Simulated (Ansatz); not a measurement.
Molecule: molecular nitrogen, N2 (charge 0, singlet). SMILES: N#N
Geometry from a B3LYP-D3(BJ)/def2-TZVP (Ansatz, a program for electronic structure) optimisation:
```
N
N 1 1.0909
```
Charge 0, spin multiplicity 1.

Wanted: vertical triplet-singlet gap, E(triplet) - E(singlet), in eV. Set-up: UHF or UKS for open shells; non-relativistic; each state is the SCF solution reached for its charge and spin; 6-31G* and kin with 6d, 5d where marked; spin-orbit terms left out. First-principles rows: single points at B3LYP-D3(BJ) geometries (Ansatz). Levels can end on unlike triplets.

| species | coefficient | E at B3LYP/6-31G* (Ansatz), Eh | E at B3LYP/def2-TZVPD (Ansatz), Eh |
|---|---|---|---|
| charge 0, triplet | +1 | -109.23632 | -109.28697 |
| charge 0, singlet | -1 | -109.52350 | -109.57380 |

 1 Eh = 27.2114 eV.

### Question
Work the quantity out at each level.

### Answer

- B3LYP/6-31G*: the sum of coefficient times E is 0.28718 Eh, or 7.815 eV. Result: 7.81 eV.
- B3LYP/def2-TZVPD: the sum of coefficient times E is 0.28683 Eh, or 7.805 eV. Result: 7.81 eV.
